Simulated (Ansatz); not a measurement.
System: CsCl-type TlBr. Method: B3LYP (VWN-RPA form) (plane waves, PAW; Ansatz, an electronic-structure program).

Numerical settings: plane-wave cutoff 520 eV, 6×6×6 k mesh, scalar-relativistic PAW data made under PBE.

Computed at the level's own relaxed cell.

### Question
What does this level give for the elastic constant C11, elastic constant C12, Poisson ratio, Voigt–Reuss–Hill bulk modulus, Voigt–Reuss–Hill shear modulus (Hill average) and elastic constant C44?

### Answer

* **elastic constant C11**: 33.7 GPa
* **elastic constant C12**: 8.84 GPa
* **Poisson ratio**: 0.369
* **Voigt–Reuss–Hill bulk modulus**: 17.1 GPa
* **Voigt–Reuss–Hill shear modulus (Hill average)**: 4.93 GPa
* **elastic constant C44**: 2.35 GPa

Elastic constants are with the ions relaxed.

Spin–orbit coupling is not included; it can shift volumes and moduli of such heavy elements.
